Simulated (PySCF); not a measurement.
# CH3BrF−, a complex of two parts: interaction energy

What interaction energy should one expect for `CF` with `[Br-]`?

Programs: PySCF 2.14.0. All values are calculated, for the isolated system unless a continuum is named. Atoms count from 0, parts from 1.

### Step 1. Starting point

6 atoms, charge -1, multiplicity 1; geometry: GFN2-xTB. Parts: 1 = atoms 0–4, `CF`, charge 0; 2 = atom 5, `[Br-]`, charge -1.

### Step 2. Optimising the geometry at PBE0-D3(BJ)/def2-TZVPD

Job settings and geometry (Å):

```
{"job": {"xc": "PBE0", "basis": "def2-TZVPD", "d3": "d3bj", "grid": 3, "kind": "geom", "shake": 0.01}, "charge": -1, "multiplicity": 1, "parts": [{"atoms": "0-4", "charge": 0, "multiplicity": 1}, {"atoms": "5-5", "charge": -1, "multiplicity": 1}]}
C      0.078304    -0.208633    -0.041633
F      1.001828     0.812270     0.038165
H     -0.380044    -0.350388     0.935310
H     -0.684382     0.139312    -0.740044
H      0.537923    -1.092822    -0.420199
Br    -2.171959    -2.525027    -0.257310
```

On the command line:

```sh
OMP_NUM_THREADS=1 python cluster_run.py task.json out
```

The driver reads the jobs from task.json and runs them one after another.

What it wrote:

```text
step   0  E = -2713.60729177  max force = 0.022606
step   1  E = -2713.60924343  max force = 0.006405
step   2  E = -2713.60935500  max force = 0.000549
step   3  E = -2713.60936148  max force = 0.000128
optimisation converged
```

Wall time 38 s (1 thread of Arm Neoverse V1, shared host); peak memory 0.62 GiB.

Along the way:

```csv
step,energy from step 0 (eV),largest force component (eV/Å)
0,0.0000,1.1624
1,-0.0531,0.3294
2,-0.0561,0.0282
3,-0.0563,0.0066
```

Distances of close pairs at the start and the end, largest changes first:

```csv
bond,before (Å),after (Å),change (Å)
C0–F1,1.379,1.405,+0.026
C0–H4,1.066,1.088,+0.022
C0–H3,1.091,1.088,-0.003
C0–H2,1.088,1.088,-0.000
```

The end geometry stands in the next job.

```csv
at the end point,value
point group (found at 0.08 Å tolerance),C3v
"rotational constants (GHz, main isotopes)","158.2, 1.167, 1.167"
```

Contacts at the end point (a selection, picked against the atoms' radii; other short pairs can be missing):

```csv
atoms,distance (Å),kind (by distance and angle),angle (°)
C0···Br5,3.42,inside the van der Waals sum,–
```

Against the parts relaxed at this level the binding energy is -8.12 kcal/mol, without counterpoise.

### Step 3. Coupled-cluster interaction energy: CCSD(T) and MP2, 3.42 Å

Job settings and geometry (Å):

```
{"job": {"kind": "intercc", "basis": "aug-cc-pVDZ", "basis_mid": "aug-cc-pVTZ", "basis_large": "aug-cc-pVQZ"}, "charge": -1, "multiplicity": 1, "parts": [{"atoms": "0-4", "charge": 0, "multiplicity": 1}, {"atoms": "5-5", "charge": -1, "multiplicity": 1}]}
C      0.083169    -0.167805    -0.067522
F      1.034793     0.860490     0.033777
H      0.402017    -1.011700     0.541210
H     -0.879012     0.197489     0.286783
H     -0.001562    -0.476500    -1.107765
Br    -2.239588    -2.662884    -0.277412
```

With the program's defaults for keys left out, this is: CCSD(T)/aug-cc-pVDZ and MP2/aug-cc-pVTZ, aug-cc-pVQZ counterpoise interaction energy, frozen core, gas phase.

What it wrote:

```text
part 1, own basis, geometry of the cluster
final grid: 38928 points
cycle   1  E = -139.0470749809  dE = -3.250e-02  |g| = 4.846e-01  |ddm| = 3.534e+00
cycle   2  E = -139.0825720897  dE = -3.550e-02  |g| = 3.071e-01  |ddm| = 9.834e-01
cycle   3  E = -139.0958852564  dE = -1.331e-02  |g| = 3.715e-02  |ddm| = 3.141e-01
cycle   4  E = -139.0962397380  dE = -3.545e-04  |g| = 1.073e-02  |ddm| = 6.583e-02
cycle   5  E = -139.0962738755  dE = -3.414e-05  |g| = 2.362e-03  |ddm| = 2.091e-02
cycle   6  E = -139.0962766398  dE = -2.764e-06  |g| = 7.155e-04  |ddm| = 5.748e-03
cycle   7  E = -139.0962769271  dE = -2.873e-07  |g| = 1.321e-04  |ddm| = 1.911e-03
cycle   8  E = -139.0962769378  dE = -1.071e-08  |g| = 1.557e-05  |ddm| = 4.097e-04
cycle   9  E = -139.0962769379  dE = -1.117e-10  |g| = 1.888e-06  |ddm| = 3.847e-05
converged SCF energy = -139.0962769379

part 2, own basis, geometry of the cluster
final grid: 13080 points
cycle   1  E = -2572.5014404091  dE = -1.294e+00  |g| = 2.624e-01  |ddm| = 9.916e-01
cycle   2  E = -2572.5308395401  dE = -2.940e-02  |g| = 1.508e-01  |ddm| = 8.781e-01
cycle   3  E = -2572.5339723724  dE = -3.133e-03  |g| = 1.626e-02  |ddm| = 1.182e-01
cycle   4  E = -2572.5340365188  dE = -6.415e-05  |g| = 3.318e-03  |ddm| = 3.830e-02
cycle   5  E = -2572.5340449675  dE = -8.449e-06  |g| = 7.148e-04  |ddm| = 1.705e-02
cycle   6  E = -2572.5340453752  dE = -4.077e-07  |g| = 4.643e-05  |ddm| = 5.308e-03
cycle   7  E = -2572.5340453779  dE = -2.661e-09  |g| = 5.083e-06  |ddm| = 4.060e-04
cycle   8  E = -2572.5340453779  dE = -1.592e-11  |g| = 3.096e-07  |ddm| = 1.178e-05
converged SCF energy = -2572.5340453779

part 1, own basis, relaxed alone
final grid: 38928 points
cycle   1  E = -139.0503771288  dE =  7.094e-03  |g| = 4.768e-01  |ddm| = 3.536e+00
cycle   2  E = -139.0849711120  dE = -3.459e-02  |g| = 2.927e-01  |ddm| = 9.618e-01
cycle   3  E = -139.0970314368  dE = -1.206e-02  |g| = 3.668e-02  |ddm| = 3.020e-01
cycle   4  E = -139.0973681026  dE = -3.367e-04  |g| = 1.042e-02  |ddm| = 6.453e-02
cycle   5  E = -139.0973993118  dE = -3.121e-05  |g| = 2.218e-03  |ddm| = 2.014e-02
cycle   6  E = -139.0974016165  dE = -2.305e-06  |g| = 6.464e-04  |ddm| = 5.226e-03
cycle   7  E = -139.0974018442  dE = -2.277e-07  |g| = 1.222e-04  |ddm| = 1.684e-03
cycle   8  E = -139.0974018532  dE = -9.017e-09  |g| = 1.553e-05  |ddm| = 3.716e-04
cycle   9  E = -139.0974018533  dE = -1.125e-10  |g| = 1.971e-06  |ddm| = 3.858e-05
converged SCF energy = -139.0974018533

part 2, own basis, relaxed alone: E = -2572.5340453779 (as before)

cluster
final grid: 6480 points
cycle   1  E = -2711.6405371624  dE = -4.217e-03  |g| = 2.773e-02  |ddm| = 3.479e-01
cycle   2  E = -2711.6408492974  dE = -3.121e-04  |g| = 1.423e-02  |ddm| = 6.580e-02
cycle   3  E = -2711.6408985586  dE = -4.926e-05  |g| = 5.179e-03  |ddm| = 2.018e-02
cycle   4  E = -2711.6409130182  dE = -1.446e-05  |g| = 9.020e-04  |ddm| = 1.604e-02
cycle   5  E = -2711.6409135603  dE = -5.420e-07  |g| = 2.857e-04  |ddm| = 3.375e-03
cycle   6  E = -2711.6409135949  dE = -3.458e-08  |g| = 8.170e-05  |ddm| = 7.415e-04
cycle   7  E = -2711.6409135983  dE = -3.471e-09  |g| = 1.401e-05  |ddm| = 2.483e-04
cycle   8  E = -2711.6409135985  dE = -1.364e-10  |g| = 3.016e-06  |ddm| = 7.126e-05
converged SCF energy = -2711.6409135985

part 1 in the basis of the cluster
final grid: 6480 points
cycle   1  E = -139.0963004673  dE = -2.409e-05  |g| = 8.479e-04  |ddm| = 2.795e-01
cycle   2  E = -139.0963007500  dE = -2.827e-07  |g| = 1.071e-04  |ddm| = 2.842e-02
cycle   3  E = -139.0963007556  dE = -5.606e-09  |g| = 7.497e-06  |ddm| = 3.687e-03
cycle   4  E = -139.0963007557  dE = -2.760e-11  |g| = 1.990e-06  |ddm| = 1.370e-04
converged SCF energy = -139.0963007557

part 2 in the basis of the cluster
final grid: 6480 points
cycle   1  E = -2572.5338038896  dE = -1.718e-05  |g| = 9.542e-04  |ddm| = 8.297e-02
cycle   2  E = -2572.5338044245  dE = -5.349e-07  |g| = 2.765e-04  |ddm| = 8.279e-03
cycle   3  E = -2572.5338044828  dE = -5.825e-08  |g| = 1.413e-04  |ddm| = 1.699e-03
cycle   4  E = -2572.5338044910  dE = -8.187e-09  |g| = 2.343e-05  |ddm| = 5.815e-04
cycle   5  E = -2572.5338044918  dE = -8.317e-10  |g| = 4.935e-06  |ddm| = 2.489e-04
converged SCF energy = -2572.5338044918

Interaction energy (kcal/mol)
  counterpoise       -8.584
  uncorrected        -9.491
  dispersion part     0.000
  deformation         0.106
  binding            -8.478

Decomposition of the uncorrected value (kcal/mol)
  electrostatic     -10.536
  Pauli               6.609
  orbital            -2.882
  dispersion          0.000
  correlation        -2.682

Charge of each part in the cluster: -0.003 -0.997
part 1, own basis, geometry of the cluster
final grid: 38928 points
cycle   1  E = -139.0561997991  dE = -3.343e-02  |g| = 4.889e-01  |ddm| = 3.535e+00
cycle   2  E = -139.0918535926  dE = -3.565e-02  |g| = 3.095e-01  |ddm| = 8.562e-01
cycle   3  E = -139.1053011944  dE = -1.345e-02  |g| = 3.780e-02  |ddm| = 3.070e-01
cycle   4  E = -139.1056603474  dE = -3.592e-04  |g| = 1.085e-02  |ddm| = 6.139e-02
cycle   5  E = -139.1056949253  dE = -3.458e-05  |g| = 2.412e-03  |ddm| = 2.016e-02
cycle   6  E = -139.1056977287  dE = -2.803e-06  |g| = 7.367e-04  |ddm| = 5.690e-03
cycle   7  E = -139.1056980274  dE = -2.987e-07  |g| = 1.416e-04  |ddm| = 2.016e-03
cycle   8  E = -139.1056980396  dE = -1.218e-08  |g| = 1.664e-05  |ddm| = 4.460e-04
cycle   9  E = -139.1056980397  dE = -1.312e-10  |g| = 2.107e-06  |ddm| = 4.532e-05
converged SCF energy = -139.1056980397

part 2, own basis, geometry of the cluster
final grid: 13080 points
cycle   1  E = -2572.5041343938  dE = -1.306e+00  |g| = 2.616e-01  |ddm| = 5.900e+00
cycle   2  E = -2572.5337167776  dE = -2.958e-02  |g| = 1.342e-01  |ddm| = 7.520e-01
cycle   3  E = -2572.5363053982  dE = -2.589e-03  |g| = 2.980e-02  |ddm| = 3.059e-01
cycle   4  E = -2572.5363795953  dE = -7.420e-05  |g| = 4.029e-03  |ddm| = 7.977e-02
cycle   5  E = -2572.5363898122  dE = -1.022e-05  |g| = 8.696e-04  |ddm| = 1.668e-02
cycle   6  E = -2572.5363903950  dE = -5.828e-07  |g| = 8.498e-05  |ddm| = 5.012e-03
cycle   7  E = -2572.5363904065  dE = -1.150e-08  |g| = 7.021e-06  |ddm| = 8.896e-04
cycle   8  E = -2572.5363904065  dE = -3.047e-11  |g| = 3.808e-07  |ddm| = 6.101e-05
converged SCF energy = -2572.5363904065

part 1, own basis, relaxed alone
final grid: 38928 points
cycle   1  E = -139.0595467194  dE =  6.122e-03  |g| = 4.811e-01  |ddm| = 3.539e+00
cycle   2  E = -139.0942952147  dE = -3.475e-02  |g| = 2.950e-01  |ddm| = 8.320e-01
cycle   3  E = -139.1064805589  dE = -1.219e-02  |g| = 3.732e-02  |ddm| = 2.956e-01
cycle   4  E = -139.1068216922  dE = -3.411e-04  |g| = 1.054e-02  |ddm| = 5.980e-02
cycle   5  E = -139.1068533066  dE = -3.161e-05  |g| = 2.268e-03  |ddm| = 1.929e-02
cycle   6  E = -139.1068556464  dE = -2.340e-06  |g| = 6.665e-04  |ddm| = 5.185e-03
cycle   7  E = -139.1068558835  dE = -2.371e-07  |g| = 1.304e-04  |ddm| = 1.777e-03
cycle   8  E = -139.1068558936  dE = -1.015e-08  |g| = 1.660e-05  |ddm| = 4.031e-04
cycle   9  E = -139.1068558937  dE = -1.325e-10  |g| = 2.186e-06  |ddm| = 4.474e-05
converged SCF energy = -139.1068558937

part 2, own basis, relaxed alone: E = -2572.5363904065 (as before)

cluster
final grid: 6480 points
cycle   1  E = -2711.6522723108  dE = -4.239e-03  |g| = 2.806e-02  |ddm| = 3.582e-01
cycle   2  E = -2711.6525875277  dE = -3.152e-04  |g| = 1.439e-02  |ddm| = 6.269e-02
cycle   3  E = -2711.6526371861  dE = -4.966e-05  |g| = 5.256e-03  |ddm| = 1.847e-02
cycle   4  E = -2711.6526517601  dE = -1.457e-05  |g| = 9.349e-04  |ddm| = 1.483e-02
cycle   5  E = -2711.6526523496  dE = -5.895e-07  |g| = 2.870e-04  |ddm| = 3.595e-03
cycle   6  E = -2711.6526523844  dE = -3.473e-08  |g| = 9.764e-05  |ddm| = 9.113e-04
cycle   7  E = -2711.6526523881  dE = -3.757e-09  |g| = 1.755e-05  |ddm| = 3.177e-04
cycle   8  E = -2711.6526523883  dE = -1.855e-10  |g| = 3.772e-06  |ddm| = 7.773e-05
converged SCF energy = -2711.6526523883

part 1 in the basis of the cluster
final grid: 6480 points
cycle   1  E = -139.1057129045  dE = -1.507e-05  |g| = 6.376e-04  |ddm| = 2.845e-01
cycle   2  E = -139.1057130622  dE = -1.577e-07  |g| = 7.517e-05  |ddm| = 2.920e-02
cycle   3  E = -139.1057130651  dE = -2.893e-09  |g| = 6.820e-06  |ddm| = 3.714e-03
cycle   4  E = -139.1057130651  dE = -1.614e-11  |g| = 3.593e-06  |ddm| = 1.018e-04
converged SCF energy = -139.1057130651

part 2 in the basis of the cluster
final grid: 6480 points
cycle   1  E = -2572.5361449847  dE = -5.564e-06  |g| = 8.673e-04  |ddm| = 5.668e-02
cycle   2  E = -2572.5361453941  dE = -4.094e-07  |g| = 3.774e-04  |ddm| = 7.030e-03
cycle   3  E = -2572.5361454435  dE = -4.939e-08  |g| = 1.315e-04  |ddm| = 1.617e-03
cycle   4  E = -2572.5361454562  dE = -1.271e-08  |g| = 2.223e-05  |ddm| = 8.713e-04
cycle   5  E = -2572.5361454568  dE = -6.025e-10  |g| = 5.245e-06  |ddm| = 2.123e-04
converged SCF energy = -2572.5361454568

Interaction energy (kcal/mol)
  counterpoise       -8.804
  uncorrected        -9.581
  dispersion part     0.000
  deformation         0.162
  binding            -8.641

Decomposition of the uncorrected value (kcal/mol)
  electrostatic     -10.527
  Pauli               6.640
  orbital            -2.899
  dispersion          0.000
  correlation        -2.794

Charge of each part in the cluster: -0.003 -0.997
part 1 in the basis of the cluster: E(HF) = -139.057074142  E2 = -0.360225867  E(CCSD corr) = -0.380617054  (T) = -0.009369127
part 2 in the basis of the cluster: E(HF) = -2572.462657404  E2 = -0.148386485  E(CCSD corr) = -0.157363850  (T) = -0.003831223
cluster: E(HF) = -2711.530692497  E2 = -0.510600985  E(CCSD corr) = -0.539579673  (T) = -0.013451501

Counterpoise interaction energy (kcal/mol)
  hf_small                  -6.878
  mp2_small                 -8.126
  ccsd_small                -7.881
  ccsdt_small               -8.039
  hf_large                  -6.773
  mp2_large                 -8.804
  hf_middle                 -6.782
  mp2_middle                -8.584
  scs_mp2_large             -8.234
  mp2_limit                 -8.971
  ccsdt_less_mp2             0.087
  ccsdt_limit_estimate      -8.884
  bsse_mp2_large             0.777
```

Run time: 3.9 min. Hardware: 1 thread of Arm Neoverse V1, shared host; peak memory 1.5 GiB.

Contacts at this geometry (a selection, picked against the atoms' radii; other short pairs can be missing):

```csv
atoms,distance (Å),kind (by distance and angle),angle (°)
C0···Br5,3.42,inside the van der Waals sum,–
```

Differences are taken before rounding.

```csv
method,interaction energy (kcal/mol),"from CCSD(T), limit estimate (kcal/mol)"
HF/aug-cc-pVDZ,-6.88,+2.01
MP2/aug-cc-pVDZ,-8.13,+0.76
CCSD/aug-cc-pVDZ,-7.88,+1.00
CCSD(T)/aug-cc-pVDZ,-8.04,+0.85
HF/aug-cc-pVQZ,-6.77,+2.11
MP2/aug-cc-pVQZ,-8.80,+0.08
SCS-MP2/aug-cc-pVQZ,-8.23,+0.65
"MP2, extrapolated",-8.97,-0.09
"CCSD(T), limit estimate",-8.88,0
```

These energies keep the parts at their geometry in the cluster; deforming them to it costs 0.16 kcal/mol (MP2).

### Step 4. Coupled-cluster interaction energy: CCSD(T) and MP2, 3.59 Å

The job, as its differences from that of step 3:

```diff
@@ -6,2 +6,2 @@
 H     -0.001562    -0.476500    -1.107765
-Br    -2.239588    -2.662884    -0.277412
+Br    -2.355726    -2.787638    -0.287906
```

Method: CCSD(T)/aug-cc-pVDZ and MP2/aug-cc-pVTZ, aug-cc-pVQZ counterpoise interaction energy, frozen core, gas phase.

What it wrote:

```text
part 1, own basis, geometry of the cluster: E = -139.0962769379 (as before)

part 2, own basis, geometry of the cluster: E = -2572.5340453779 (as before)

part 1, own basis, relaxed alone: E = -139.0974018533 (as before)

part 2, own basis, relaxed alone: E = -2572.5340453779 (as before)

cluster
final grid: 6480 points
cycle   1  E = -2711.6411509924  dE = -3.378e-03  |g| = 2.526e-02  |ddm| = 3.043e-01
cycle   2  E = -2711.6413937023  dE = -2.427e-04  |g| = 1.311e-02  |ddm| = 5.872e-02
cycle   3  E = -2711.6414332771  dE = -3.957e-05  |g| = 4.636e-03  |ddm| = 1.829e-02
cycle   4  E = -2711.6414447523  dE = -1.148e-05  |g| = 8.189e-04  |ddm| = 1.496e-02
cycle   5  E = -2711.6414452210  dE = -4.687e-07  |g| = 2.198e-04  |ddm| = 3.222e-03
cycle   6  E = -2711.6414452452  dE = -2.427e-08  |g| = 7.053e-05  |ddm| = 5.819e-04
cycle   7  E = -2711.6414452473  dE = -2.109e-09  |g| = 1.147e-05  |ddm| = 1.789e-04
cycle   8  E = -2711.6414452474  dE = -8.731e-11  |g| = 2.224e-06  |ddm| = 6.706e-05
converged SCF energy = -2711.6414452474

part 1 in the basis of the cluster
final grid: 6480 points
cycle   1  E = -139.0962972244  dE = -2.084e-05  |g| = 7.718e-04  |ddm| = 2.570e-01
cycle   2  E = -139.0962974560  dE = -2.316e-07  |g| = 9.489e-05  |ddm| = 2.487e-02
cycle   3  E = -139.0962974604  dE = -4.368e-09  |g| = 6.590e-06  |ddm| = 3.080e-03
cycle   4  E = -139.0962974604  dE = -2.157e-11  |g| = 1.793e-06  |ddm| = 1.109e-04
converged SCF energy = -139.0962974604

part 2 in the basis of the cluster
final grid: 6480 points
cycle   1  E = -2572.5338161914  dE = -1.518e-05  |g| = 9.034e-04  |ddm| = 6.836e-02
cycle   2  E = -2572.5338166903  dE = -4.989e-07  |g| = 2.701e-04  |ddm| = 6.650e-03
cycle   3  E = -2572.5338167457  dE = -5.546e-08  |g| = 1.357e-04  |ddm| = 1.506e-03
cycle   4  E = -2572.5338167540  dE = -8.224e-09  |g| = 2.243e-05  |ddm| = 5.680e-04
cycle   5  E = -2572.5338167547  dE = -7.913e-10  |g| = 5.009e-06  |ddm| = 2.300e-04
converged SCF energy = -2572.5338167547

Interaction energy (kcal/mol)
  counterpoise       -8.388
  uncorrected        -9.122
  dispersion part     0.000
  deformation         0.106
  binding            -8.282

Decomposition of the uncorrected value (kcal/mol)
  electrostatic      -9.020
  Pauli               4.191
  orbital            -2.304
  dispersion          0.000
  correlation        -1.989

Charge of each part in the cluster: -0.003 -0.997
part 1, own basis, geometry of the cluster: E = -139.1056980397 (as before)

part 2, own basis, geometry of the cluster: E = -2572.5363904065 (as before)

part 1, own basis, relaxed alone: E = -139.1068558937 (as before)

part 2, own basis, relaxed alone: E = -2572.5363904065 (as before)

cluster
final grid: 6480 points
cycle   1  E = -2711.6528899963  dE = -3.378e-03  |g| = 2.552e-02  |ddm| = 3.231e-01
cycle   2  E = -2711.6531350352  dE = -2.450e-04  |g| = 1.322e-02  |ddm| = 5.624e-02
cycle   3  E = -2711.6531749096  dE = -3.987e-05  |g| = 4.710e-03  |ddm| = 1.651e-02
cycle   4  E = -2711.6531864837  dE = -1.157e-05  |g| = 8.522e-04  |ddm| = 1.349e-02
cycle   5  E = -2711.6531869915  dE = -5.079e-07  |g| = 2.265e-04  |ddm| = 3.390e-03
cycle   6  E = -2711.6531870180  dE = -2.650e-08  |g| = 8.132e-05  |ddm| = 8.123e-04
cycle   7  E = -2711.6531870202  dE = -2.124e-09  |g| = 1.426e-05  |ddm| = 2.437e-04
cycle   8  E = -2711.6531870203  dE = -1.155e-10  |g| = 2.861e-06  |ddm| = 6.936e-05
converged SCF energy = -2711.6531870203

part 1 in the basis of the cluster
final grid: 6480 points
cycle   1  E = -139.1057099941  dE = -1.218e-05  |g| = 5.717e-04  |ddm| = 2.666e-01
cycle   2  E = -139.1057101283  dE = -1.342e-07  |g| = 6.898e-05  |ddm| = 2.729e-02
cycle   3  E = -139.1057101308  dE = -2.531e-09  |g| = 5.767e-06  |ddm| = 3.458e-03
cycle   4  E = -139.1057101308  dE = -1.293e-11  |g| = 2.873e-06  |ddm| = 8.763e-05
converged SCF energy = -139.1057101308

part 2 in the basis of the cluster
final grid: 6480 points
cycle   1  E = -2572.5361583725  dE = -5.090e-06  |g| = 8.302e-04  |ddm| = 4.799e-02
cycle   2  E = -2572.5361587619  dE = -3.893e-07  |g| = 3.607e-04  |ddm| = 6.558e-03
cycle   3  E = -2572.5361588092  dE = -4.731e-08  |g| = 1.279e-04  |ddm| = 1.586e-03
cycle   4  E = -2572.5361588215  dE = -1.235e-08  |g| = 2.157e-05  |ddm| = 8.814e-04
cycle   5  E = -2572.5361588221  dE = -5.834e-10  |g| = 5.343e-06  |ddm| = 2.070e-04
converged SCF energy = -2572.5361588221

Interaction energy (kcal/mol)
  counterpoise       -8.559
  uncorrected        -9.202
  dispersion part     0.000
  deformation         0.162
  binding            -8.397

Decomposition of the uncorrected value (kcal/mol)
  electrostatic      -9.024
  Pauli               4.217
  orbital            -2.306
  dispersion          0.000
  correlation        -2.089

Charge of each part in the cluster: -0.003 -0.997
part 1 in the basis of the cluster: E(HF) = -139.057023916  E2 = -0.360202214  E(CCSD corr) = -0.380595643  (T) = -0.009365744
part 2 in the basis of the cluster: E(HF) = -2572.462634403  E2 = -0.148075527  E(CCSD corr) = -0.157035777  (T) = -0.003785944
cluster: E(HF) = -2711.531142799  E2 = -0.509673098  E(CCSD corr) = -0.538763709  (T) = -0.013333789

Counterpoise interaction energy (kcal/mol)
  hf_small                  -7.207
  mp2_small                 -8.082
  ccsd_small                -7.917
  ccsdt_small               -8.031
  hf_large                  -7.102
  mp2_large                 -8.559
  hf_middle                 -7.110
  mp2_middle                -8.388
  scs_mp2_large             -8.123
  mp2_limit                 -8.690
  ccsdt_less_mp2             0.051
  ccsdt_limit_estimate      -8.639
  bsse_mp2_large             0.643
```

Wall time 3.8 min (1 thread of Arm Neoverse V1, shared host); peak memory 1.5 GiB.

Contacts at this geometry (a selection, picked against the atoms' radii; other short pairs can be missing):

```csv
atoms,distance (Å),kind (by distance and angle),angle (°)
C0···Br5,3.59,at van der Waals distance,–
```

```csv
method,interaction energy (kcal/mol),"from CCSD(T), limit estimate (kcal/mol)"
HF/aug-cc-pVDZ,-7.21,+1.43
MP2/aug-cc-pVDZ,-8.08,+0.56
CCSD/aug-cc-pVDZ,-7.92,+0.72
CCSD(T)/aug-cc-pVDZ,-8.03,+0.61
HF/aug-cc-pVQZ,-7.10,+1.54
MP2/aug-cc-pVQZ,-8.56,+0.08
SCS-MP2/aug-cc-pVQZ,-8.12,+0.52
"MP2, extrapolated",-8.69,-0.05
"CCSD(T), limit estimate",-8.64,0
```

These energies keep the parts at their geometry in the cluster; deforming them to it costs 0.16 kcal/mol (MP2).

(Part 1 of 3 ends here.)
